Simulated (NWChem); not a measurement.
Species: C2H3F; SMILES C=CF

Computed with NWChem. Medium grid unless said otherwise, to which SCAN and Minnesota functionals are sensitive. Structure relaxed at the PBE0/def2-SVP level. Hybrids' shares of exact exchange are those that their runs print; pure functionals count as 0. The functionals differ in more than this share.

| row | share of exact exchange | highest occupied level (eV) |
|---|---|---|
| LDA (Slater exchange, VWN5)/def2-TZVPD | 0.00 | -6.68 |
| PBE/def2-TZVPD | 0.00 | -6.49 |
| B3LYP/def2-TZVPD | 0.20 | -7.51 |
| PBE0/def2-TZVPD | 0.25 | -7.73 |
| M06-2X/def2-TZVPD | 0.54 | withheld |
| Hartree-Fock/def2-TZVPD | 1.00 | -10.43 |

Task: Fit a straight line of the last column on the one before it, predict the withheld value, and compare with the run.

Result: 
1. Means of the 5 shown rows: x = 0.290, y = -7.768. Slope Σ(x − x̄)(y − ȳ)/Σ(x − x̄)² = -2.601/0.6820 = -3.814; intercept -6.662.
2. The shown rows scatter about the line by 0.102 (root mean square); the largest residual is +0.17, at PBE/def2-TZVPD.
3. At x = 0.54 (M06-2X/def2-TZVPD; inside the shown range) the line gives -8.72.
4. The run gives -9.02, -0.30 from the line, 2.9 times the scatter.
